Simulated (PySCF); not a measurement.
An unknown is described by computed data only.

Elements present: C, H, O and S. Monoisotopic mass: 99.9983 u.

- NMR, other nuclei: isotropic shieldings of nuclei other than C and H, by class: 27 (1 O), 535 (1 S) ppm [GIAO PBE0/pcSseg-1]
- Rotational structure: rotational constants A, B, C: 9.028, 2.144, 1.732 GHz [PBE0-D3(BJ)/def2-SVP]
- Triplet: lowest triplet excitation (Tamm–Dancoff): 3.74 eV [TDA CAM-B3LYP/def2-SVPD]
- UV, strongest line: among the 10 lowest singlet transitions: S2 at 5.61 eV (221 nm, f = 0.298) [TDDFT CAM-B3LYP/def2-SVPD]
- 1H NMR: chemical shifts (computed TMS as zero) by class: 7.23 (1 H), 6.50 (1 H), 6.17 (1 H), 4.08 (1 H) ppm [GIAO PBE0/pcSseg-1]
- Dipole: 0.86 D [CAM-B3LYP/def2-SVPD]
- UV, first state: lowest singlet excitation: 4.96 eV (250 nm, f = 0.002) [TDDFT CAM-B3LYP/def2-SVPD]
- Valence photoelectron: vertical ionisation energy: 8.14 eV [ΔSCF CAM-B3LYP/def2-SVPD]
- Polarisability: 69.6 au [CAM-B3LYP/def2-SVPD]
- 13C NMR: chemical shifts (computed TMS as zero) by class: 147.5 (1 C), 144.7 (1 C), 118.5 (1 C), 110.1 (1 C) ppm [GIAO PBE0/pcSseg-1]

The electronic properties come from PySCF, for the isolated species, density fitting. Levels stand in brackets. Geometry: PBE0-D3(BJ)/def2-SVP, one conformer, isolated molecule. NMR classes are plain means over equivalent atoms (diastereotopic ones count apart unless rotation or inversion swaps them), as if these changed places fast.

Question: Which formula fits the mass and the elements?

Answer: C4H4OS (calculated 99.9983). No other formula that holds each of these elements comes within 0.0003 u with a fitting electron parity and a possible valence count.

Question: What is the compound? Reason from the data.

Answer: Numbering: `[SH:1][c:2]1[cH:3][cH:4][cH:5][o:6]1`. Its formula, C4H4OS, gives 3 degrees of unsaturation: 1 ring and 2 π bonds in the structure found (Kekulé form). 4 carbons fall into 4 classes; from least to most shielded: substituted aromatic carbon [C2] (147.5 ppm), aromatic CH next to a ring oxygen [C5] (144.7 ppm), aromatic CH carbon [C4] (118.5 ppm), aromatic CH carbon [C3] (110.1 ppm). Hydrogen classes from least to most shielded: 1 H on an aromatic CH next to a ring oxygen, C5 (7.23 ppm), 1 H on an aromatic CH carbon, C4 (6.50 ppm), 1 H on an aromatic CH carbon, C3 (6.17 ppm), 1 H on a thiol sulfur, S1 (4.08 ppm). The other shieldings belong to: 27 ppm, furan-type oxygen [O6]; 535 ppm, thiol sulfur [S1]. The first electron is taken from the HOMO, whose largest Löwdin shares are 0.30 on the thiol sulfur, 0.19 on the aromatic CH next to a ring oxygen, 0.17 on the substituted aromatic carbon and 0.14 on an aromatic CH carbon. The optimised geometry has point group Cs and is an asymmetric top. Structure: 2-furanthiol, `Sc1ccco1`. Computed isomers that give other values at the same levels: `Oc1ccsc1` (rotational constant A: 7.200 GHz; this holds for the one conformer computed); `O=C1C=CCS1` (lowest singlet excitation: 4.35 eV (285 nm, f = 0.000)); `CC(=O)C=C=S` (smallest rotational constant: 1.223 GHz; this holds for the one conformer computed). The assignments are read from this structure; whether some other isomer fits the data as well wasn't checked.

Shape of the structure used: `[SH:1][c:2]1[cH:3][cH:4][cH:5][o:6]1`: H–S1–C2–C3 180°.
